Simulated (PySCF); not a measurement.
Mapped SMILES: `[CH3:1][CH2:2][C:3]([CH3:4])([CH3:5])[F:6]`; H(Xn) means a hydrogen on atom n.

PySCF 2.14 calculation with shieldings: GIAO B97-2/pcSseg-2 and PBE0-D3(BJ)/def2-TZVP geometry; one computed conformer, no relativistic terms, equivalent nuclei averaged, isolated molecule.

Q: List the cross peaks expected in HSQC, COSY and HMBC spectra.

A: 

HSQC (one-bond C–H):
```csv
δH,δC
1.55 (H(C2)),38.3 (C2)
1.26 (H(C4)/H(C5)),28.5 (C4/C5)
1.02 (H(C1)),10.1 (C1)
```

COSY cross peaks (H two or three bonds apart, from the bond graph; peaks can be absent where the dihedral angle is near 90°):
```csv
δH,δH
1.55 (H(C2)),1.02 (H(C1))
```

HMBC (two and three bonds, from the bond graph):
```csv
δH,δC
1.55 (H(C2)),"98.3 (C3), 28.5 (C4/C5), 10.1 (C1)"
1.26 (H(C4)/H(C5)),"98.3 (C3), 38.3 (C2), 28.5 (C4/C5)"
1.02 (H(C1)),"98.3 (C3), 38.3 (C2)"
```

References, each an isolated molecule treated in the same way: 1H (σ = 31.64 ppm), 13C (σ = 185.38 ppm) against TMS.

Short H···H contacts in this conformer between protons four or more bonds apart (candidates for NOE cross peaks, intensity ∝ r⁻⁶): H(C1)···H(C4) 2.29 Å, H(C2)···H(C5) 2.42 Å.

Shifts are as computed. Against solution values, carbons near 30 ppm lie about +3 ppm off and those near 130 ppm about +7 ppm. Of 1211 compounds with measured shifts, 218 miss one by over three times the rms of a fit or turn the order of signals round; such compounds aren't used in these exercises.
